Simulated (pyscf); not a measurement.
This saddle point was located with ωB97X-D3(BJ)/def2-SVP in PySCF.

```
Si
H 1 1.4782
H 1 1.6188 2 99.67
H 3 1.0986 1 83.52 2 94.27
Cl 4 1.5222 3 148.18 1 -0.47
S 1 1.9342 2 131.84 3 -144.52
```
Charge 0, spin multiplicity 1.

Surface: singlet, charge 0. Lowest wavenumbers (cm⁻¹): 1151i, 158, 382, 503, 748.

Q: Name the species on either side of this saddle.

A: H₂Si=S + hydrogen chloride (HCl) ⇌ S=SiH–Cl + hydrogen (H₂), a four-centre exchange read from left to right: H–Si, Cl–H broken and Cl–Si, H–H formed. At ωB97M-D3(BJ)/def2-TZVP it lies +14.5 kcal/mol from the left side and +35.5 kcal/mol from the right (each side as separated species at their lowest minima found). On the reactant side the descent ends in a complex, 6.9 kcal/mol under the separated species and 20.2 kcal/mol under the saddle at ωB97X-D3(BJ)/def2-TZVP. The same reactants have a lower exit, to HS–SiH₂–Cl (barrier -2.2 kcal/mol at ωB97M-D3(BJ)/def2-TZVP, against +14.5 kcal/mol here). This is the saddle that the search found; another between the same sides may lie lower.
